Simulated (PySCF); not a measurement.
C6H7 (doublet state).
Cartesian coordinates in Å at the GFN2-xTB level; atoms count from 1:
```
atom  x, y, z in Å
C1     3.0398   -0.1952    0.1457
C2     1.6036   -0.0963    0.0810
C3     0.3832   -0.0195    0.0236
C4    -0.9453    0.0730   -0.0324
C5    -2.1317    0.6733   -0.6420
C6    -2.2529   -0.3940    0.4269
H7     3.3392   -0.7767    1.0187
H8     3.4287   -0.6852   -0.7502
H9     3.4863    0.7990    0.2128
H10   -2.3820    0.4155   -1.6649
H11   -2.3910    1.6949   -0.3880
H12   -2.5961   -0.1041    1.4133
H13   -2.5861   -1.3842    0.1378
```

The species is `CC#C[C]1CC1` [radical].

Method: UKS B3LYP, pcH-1 on C H, non-relativistic, mean-field spin-orbit, GIAO in PySCF. Isolated species at its GFN2-xTB geometry, gas phase. GFN2-xTB frequencies show an imaginary mode (23i cm⁻¹), so this geometry is no minimum at that level. Couplings are sensitive to structure, and on GFN2-xTB geometries they can be far from those on DFT ones. Stability of the SCF solution: not tested.

(1) Where do the isotropic ENDOR lines of H12/H13, H10/H11 and H7/H8/H9 fall at 3338.6 mT, to first order?

(2) Which pairs are centred on the nuclear Larmor frequency, and which on half the coupling?

(3) At what field would the lower line of H12/H13 fall to zero frequency?

## Answers

(1) For S = 1/2 in fast tumbling each set of equivalent nuclei gives two lines, ν± = |νn ± a/2| to first order, with νn = g_N μN B/h and μN/h = 7.62259 MHz/T.

```
  nuclei  isotope     g_N  νn (MHz)  a_iso (MHz)  lower line (MHz)  upper line (MHz)
 H12/H13       1H  5.5857    142.15        65.28            109.51            174.79
 H10/H11       1H  5.5857    142.15        65.21            109.54            174.75
H7/H8/H9       1H  5.5857    142.15        45.06            119.62            164.68
```

(2) Centred on νn, since |a| < 2νn: H12/H13, H10/H11 and H7/H8/H9. No pair has |a| > 2νn.

(3) Where νn = |a|/2, that is B = 32.64 MHz/(5.5857 × 7.62259 MHz/T) = 767 mT, as far as first order holds there.

Means are taken over nuclei equivalent by connectivity, which assumes that they swap fast. C5 and C6, with what hangs on them, aren't averaged: C4 is flat or nearly so (angle sum 360°), and its turn about the short C4–C3 bond (1.33 Å) is taken as slow. The three 1H nuclei of mean +45.1 MHz run from 10.2 to 76.1 MHz in the frozen geometry.

Time: 39 s wall (with the writing of density and orbital grids); peak memory 0.75 GiB. Hardware: Arm Neoverse V1, one thread, on a shared host.
